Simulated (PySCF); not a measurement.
## Which determinant of NaMg⁺ lies lowest?

Unrestricted PBE0; Na aug-cc-pVDZ, Mg aug-cc-pVDZ; no relativity (PySCF 2.14). Outer shells of the fragments: Na+ closed shells only; Mg 3s2.

Followed along the bond (rough minima from three points):

```
2Ms+1  unpaired  ⟨S²⟩ at the start  R at minimum (Å)  Te (eV)
    1      none               0.00              3.21     0.00
    3      σ ↑↑               2.00  none in the scan   ≤ 1.96
```

Solutions found at the starting distance of 3.030 Å, counted from the lowest of them; the search is not exhaustive and high or unbound solutions are not listed, so other states can lie among these:

```tsv
2Ms+1	unpaired	term	E (eV)	⟨S²⟩	⟨Lz²⟩	μ (D)
1	none	¹Σ⁺	0.00	0.00	0.00	-2.38
3	σ ↑↑	³Σ⁺	2.23	2.00	0.00	-2.42
3	σ ↑, π ↑	³Π	3.02	2.00	1.00	-2.30
1	σ ↑, π ↓	mixed	3.68	1.00	1.00	-2.06
3	σ ↑, δ ↑	³Δ	7.17	2.00	4.00	-0.92
1	σ ↑, δ ↓	mixed	7.30	1.00	4.00	-0.40
```

A term symbol is given only where ⟨S²⟩ and ⟨Lz²⟩ are close to those of a pure state; real π, δ and φ orbitals otherwise mix terms. A positive dipole points towards Mg; it is taken about the centre of mass and depends on that origin.

Counting both spins, an empty level lies below a filled one in some of these solutions, because spin and occupation are held.
